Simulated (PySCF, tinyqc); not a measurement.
Inside a calculation. Method: harmonic frequencies on the RHF/sto-6g surface (energies and gradients from PySCF), for CH2, spin multiplicity 1. The lowest restricted solution is unstable here: a spin-polarised one lies 0.0267 hartree lower (PySCF). One step of it, computed by the program tinyqc.

Problem. Normal modes. Diagonalise H_ij / sqrt(m_i m_j); the 6 smallest eigenvalues belong to translations and rotations; wavenumber = sqrt(eigenvalue / 1822.888) x 219474.63; each mode has its largest component positive (the first on a tie); zero-point energy = sum of wavenumbers / 2, with 349.755 1/cm per kcal/mol. A mass of 2.014 u marks deuterium.

Hessian (symmetrised) (hartree/bohr^2), lower triangle:
```
,1Cx,1Cy,1Cz,2Hx,2Hy,2Hz,3Hx,3Hy,3Hz
1Cx,0.00054036
1Cy,0.01321935,0.51205960
1Cz,-0.00889758,0.00210458,0.40833780
2Hx,-0.00007165,-0.00181561,0.00096609,0.00008581
2Hy,-0.00338384,-0.24984465,-0.14088609,0.00339945,0.28142096
2Hz,-0.00088704,-0.21241895,-0.21054536,0.00030497,0.17748525,0.19581731
3Hx,-0.00046846,-0.01140375,0.00793151,-0.00001429,-0.00001560,0.00058206,0.00048261
3Hy,-0.00983552,-0.26221539,0.13878150,-0.00158384,-0.03157609,0.03493356,0.01141935,0.29379168
3Hz,0.00978462,0.21031441,-0.19779303,-0.00127106,-0.03659928,0.01472835,-0.00851357,-0.17371498,0.18306495
```

masses (u): 1C 12.000000, 2H 1.007825, 3H 2.014102

Give: eigenvalues of the mass-weighted Hessian; harmonic wavenumbers of the vibrations; mass-weighted modes; zero-point energy.

Solution.

eigenvalues of the mass-weighted Hessian (hartree/(bohr^2 u)): 0.000  0.000  0.000  0.000  0.000  0.000  0.094  0.241  0.452

harmonic wavenumbers of the vibrations (1/cm): 1573.9  2525.0  3457.3

mass-weighted modes:
```
,mode 1,mode 2,mode 3
1Cx,0.007,-0.012,-0.003
1Cy,0.000,-0.277,-0.231
1Cz,-0.332,0.235,-0.152
2Hx,-0.026,-0.002,0.006
2Hy,-0.515,-0.093,0.747
2Hz,0.572,-0.026,0.601
3Hx,0.001,0.031,0.002
3Hy,0.364,0.742,0.036
3Hz,0.406,-0.554,-0.055
```

zero-point energy = 10.802 kcal/mol
